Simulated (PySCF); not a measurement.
Solvent effects on NMR parameters

Geometry:
```tsv
atom	x (Å)	y (Å)	z (Å)
F1	-0.360	-1.438	1.632
C2	0.096	-0.212	1.226
C3	0.425	-0.277	-0.239
O4	0.780	0.968	-0.847
C5	-0.408	0.394	-1.229
F6	-1.519	1.036	-0.826
H7	1.004	0.043	1.800
H8	-0.672	0.553	1.415
H9	1.040	-1.138	-0.536
H10	-0.500	0.065	-2.272
```

GIAO PBE0/pcSseg-1 in PySCF on one PBE0-D3(BJ)/def2-SVP conformer, non-relativistic, equivalent nuclei averaged. Solvents enter as an IEF-PCM continuum (water with ε = 78.4) around the gas-phase geometry. Shifts are referred to CFCl3, TMS computed in the same medium.

Gas phase, δ in ppm: F6 -181.7, F1 -260.8, C5 88.7, C2 78.8, C3 51.3, H10 5.31, H7 4.79, H8 4.33, H9 2.76. Dipole moment 1.19 D.

Problem. How does each δ change in the continuum?

Solution. 
```
atoms                         environment  Δδ, water
   F6           fluorine on an sp3 carbon       -2.3
   F1           fluorine on an sp3 carbon       -3.0
   C5                 epoxide ring carbon       +1.3
   C2                 sp3 CH2 bonded to F       +1.6
   C3                 epoxide ring carbon       +1.2
  H10  hydrogen on an epoxide ring carbon      +0.36
   H7  hydrogen on an sp3 CH2 bonded to F      +0.25
   H8  hydrogen on an sp3 CH2 bonded to F      +0.07
   H9  hydrogen on an epoxide ring carbon      +0.37
```

Changes are relative to the gas phase. The dipole moment becomes 1.47 D in water.

Problem. Which nuclei move most (in ppm), and what does the model miss?

Solution. F1 (fluorine on an sp3 carbon, -3.0 ppm) in water. A continuum only polarises the solute; specific hydrogen bonds, the anisotropy of aromatic solvents and changes of geometry or conformer are outside it.
